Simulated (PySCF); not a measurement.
Level of theory and adiabatic energies of losing or gaining an electron: ethynide

Structure: `[C-]#C` ([C2H]-).

All levels share the PBE0-D3(BJ)/ma-def2-SVP structures and the PBE0-D3(BJ)/ma-def2-SVP thermal terms; only the single-point energies (PySCF) change. Values are adiabatic energies of losing or gaining an electron (0 K, eV).

```tsv
level	detachment energy to the radical	abs. error	time
HF/ma-def2-TZVP	1.92	1.05	0.83 s
PBE0-D3(BJ)/6-31G	2.03	0.94	1.8 s
PBE0-D3(BJ)/6-31G*	2.06	0.91	2.3 s
PBE0-D3(BJ)/cc-pVDZ	2.40	0.56	2.5 s
PBE0-D3(BJ)/def2-SV(P)	2.41	0.56	2.3 s
PBE0-D3(BJ)/def2-SVP	2.41	0.55	2.4 s
PBE0-D3(BJ)/pcseg-1	2.67	0.30	2.4 s
PBE0-D3(BJ)/cc-pVTZ	2.68	0.29	4.6 s
PBE0-D3(BJ)/def2-SVPD	2.74	0.22	3.1 s
PBE0-D3(BJ)/def2-TZVP	2.80	0.17	3 s
PBE0-D3(BJ)/def2-TZVPP	2.80	0.16	3.4 s
OPBE/ma-def2-TZVP	2.83	0.14	6.8 s
PBE0-D3(BJ)/pcseg-2	2.86	0.11	4.8 s
PBE0-D3(BJ)/def2-TZVPD	2.87	0.10	5.5 s
PBE0-D3(BJ)/def2-QZVP	2.88	0.09	11 s
PBE0-D3(BJ)/def2-QZVPPD	2.91	0.06	13 s
LC-ωPBE/ma-def2-TZVP	2.92	0.05	9.7 s
TPSSh-D3(BJ)/ma-def2-TZVP (grid 3)	2.92	0.05	16 s
PBE0-D3(BJ)/ma-def2-TZVP	2.93	0.04	–
PBE0-D3(BJ)/ma-def2-SVP	2.93	0.04	2.8 s
PBE0-D3(BJ)/aug-cc-pVQZ	2.93	0.04	20 s
PBE0-D3(BJ)/jun-cc-pV(T+d)Z	2.94	0.03	6.1 s
PBE0-D3(BJ)/6-311++G(2d,2p)	2.94	0.02	4.1 s
TPSS-D3(BJ)/ma-def2-TZVP (grid 3)	2.95	0.02	17 s
PBE0-D3(BJ)/6-31+G*	2.95	0.02	2.8 s
M06-2X/ma-def2-TZVP (grid 3)	2.95	0.02	13 s
PBE0-D3(BJ)/6-311+G**	2.96	0.01	3.3 s
PBE0-D3(BJ)/aug-cc-pVDZ	2.98	0.01	3.7 s
PBE0-D3(BJ)/aug-pcseg-1	3.00	0.03	3.6 s
B97-2/ma-def2-TZVP	3.02	0.05	6.8 s
BLYP-D3(BJ)/ma-def2-TZVP	3.02	0.06	7.5 s
B3LYP-D3(BJ)/ma-def2-TZVP	3.11	0.15	5.8 s
BHandHLYP/ma-def2-TZVP	3.14	0.17	4.7 s
BP86-D3(BJ)/ma-def2-TZVP	3.16	0.19	6.9 s
ωB97X-D3(BJ)/ma-def2-TZVP	3.17	0.20	5.7 s
LDA/ma-def2-TZVP	3.23	0.26	5.3 s
M06-L/ma-def2-TZVP (grid 3)	3.28	0.31	20 s
M06/ma-def2-TZVP (grid 3)	3.31	0.34	16 s
ATcT 1.112	2.97
```

Times are wall times for all single points of a level on 1 thread of Arm Neoverse V1, a shared host; the dash marks the run that also made the structures. BLYP, BP86, LC-ωPBE, LDA, M06-L, OPBE, TPSS ran on a slower path of this set-up, which computes the density-fitting integrals anew in every SCF cycle while the other levels store them. So the times needn't show the usual order of cost, and those levels read slower than they are.

Hartree-Fock leaves out electron correlation, so its ionisation energies and electron affinities from energy differences come out too low, often by 1 eV or more.

At M06-L/ma-def2-TZVP (grid 3), HF/ma-def2-TZVP, M06/ma-def2-TZVP (grid 3), BHandHLYP/ma-def2-TZVP a relaxed species lies above the same state at the other structure, so the structures fit those levels poorly.

The spread: 1.39 eV, from 1.92 to 3.31.
